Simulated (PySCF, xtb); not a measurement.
BH6NO: which of two isomers lies lower

Structure I: `[BH3-][OH+]N`, a singlet. Structure II: `[BH3-][NH2+]O`, a singlet. Both are isolated molecules in the gas phase, relaxed with PBE0-D3(BJ)/pcseg-1; the shapes shown needn't be the lowest conformers.

I (Å):

```yaml
atoms:
  - { symbol: B, position_ang: [0.4166, -1.1700, -0.3461] }
  - { symbol: N, position_ang: [0.5845, -0.0051, 1.9847] }
  - { symbol: O, position_ang: [1.3000, -0.7326, 0.9783] }
  - { symbol: H, position_ang: [-0.5806, -1.6740, 0.1408] }
  - { symbol: H, position_ang: [0.2350, -0.1125, -0.9053] }
  - { symbol: H, position_ang: [1.1658, -1.9426, -0.8997] }
  - { symbol: H, position_ang: [1.6535, -1.5123, 1.4348] }
  - { symbol: H, position_ang: [0.7385, 0.9622, 1.6958] }
  - { symbol: H, position_ang: [-0.3962, -0.2100, 1.7633] }
```

II (Å):

```xyz
9

B     0.5609   -1.3177   -0.2667
N     0.7138   -0.5856    1.1677
O     0.0241    0.6374    1.2492
H    -0.6209   -1.5485   -0.4036
H     1.0450   -0.5643   -1.0833
H     1.2319   -2.3225   -0.0772
H     1.7089   -0.4201    1.3386
H     0.3589   -1.2179    1.8896
H     0.1789    0.9914    2.1400
```

Quicker runs give these differences E(II) − E(I): GFN2-xTB +0.079 eV; HF/STO-3G +0.182 eV (at GFN2-xTB geometries); r2SCAN-D4/def2-SVP −0.371 eV (at GFN2-xTB geometries).

Problem. Estimate which is lower in electronic energy at CCSD(T)/def2-SVP + ΔMP2/def2-TZVPP, and by roughly how much.

Solution. The CCSD(T)/def2-SVP + ΔMP2/def2-TZVPP calculation puts structure II lower, by 0.345 eV.

Level by level:

| level | geometry | E(II) − E(I) (eV) | departure from the last row (eV) | job, with rough time for the two |
| --- | --- | --- | --- | --- |
| GFN2-xTB | GFN2-xTB | +0.079 | +0.425 | optimisation, 0.1 s |
| HF/STO-3G | GFN2-xTB | +0.182 | +0.527 | single point, 0.98 s |
| r2SCAN-D4/def2-SVP | GFN2-xTB | −0.371 | −0.025 | single point, 6.6 s |
| PBE0-D3(BJ)/pcseg-1 | PBE0-D3(BJ)/pcseg-1 | −0.404 | −0.059 | optimisation, 1.8 min |
| HF/def2-SVP | PBE0-D3(BJ)/pcseg-1 | −0.281 | +0.064 | part of the CCSD(T) run |
| MP2/def2-SVP | PBE0-D3(BJ)/pcseg-1 | −0.346 | −0.001 | part of the CCSD(T) run |
| CCSD(T)/def2-SVP | PBE0-D3(BJ)/pcseg-1 | −0.327 | +0.018 | single point |
| CCSD(T)/def2-SVP + ΔMP2/def2-TZVPP | PBE0-D3(BJ)/pcseg-1 | −0.345 |  | single point, 17 s |

As drawn, II has 1 B–N in place of 1 B–O.

GFN2-xTB, HF/STO-3G put the two in the other order. The largest departure from CCSD(T)/def2-SVP + ΔMP2/def2-TZVPP is that of HF/STO-3G, 0.527 eV. The last row adds to CCSD(T) the change of the MP2 difference between the two basis sets, here −0.018 eV.

With harmonic frequencies from PBE0-D3(BJ)/pcseg-1 (ideal gas, rigid rotor, one conformer each, 298.15 K, 1 atm): on the last row, ΔE + ΔZPE = −0.319, ΔH = −0.327, ΔG = −0.310 eV.

The correlated steps freeze 3 core orbitals. Mirror images aren't counted in ΔG. Codes used: PySCF 2.14.0, xtb 6.7.1; the last row on 2 threads of Intel(R) Xeon(R) 6975P-C (Granite Rapids) on a shared host.
